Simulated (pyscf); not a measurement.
Thermochemistry of product channels of `[O]=[Ta]([Cl])([Cl])[Cl]` + `[H][H]` on the singlet surface, in kJ/mol, from ωB97M-D3(BJ)/def2-TZVP energies (ideal gas, 1 atm, RRHO with modes under 100 cm⁻¹ raised to 100, one conformer, R ln 2 for chiral ones without a mode under 150 cm⁻¹). Structures and frequencies: ωB97X-D3(BJ)/def2-SVP in PySCF.

```json
[
 {"products": "`[OH][TaH]([Cl])([Cl])[Cl]`", "ΔE": "+37.9", "ΔH(298 K)": "+53.7", "ΔG(298 K)": "+86.3", "ΔG(600 K)": "+119.9"},
 {"products": "`[O]=[TaH]([Cl])[Cl]` + `[ClH]`", "ΔE": "+146.1", "ΔH(298 K)": "+149.6", "ΔG(298 K)": "+139.4", "ΔG(600 K)": "+130.4"}
]
```

These are energies of the channels, which say nothing of barriers. Elements past Kr carry the def2 core potentials, without spin-orbit coupling.
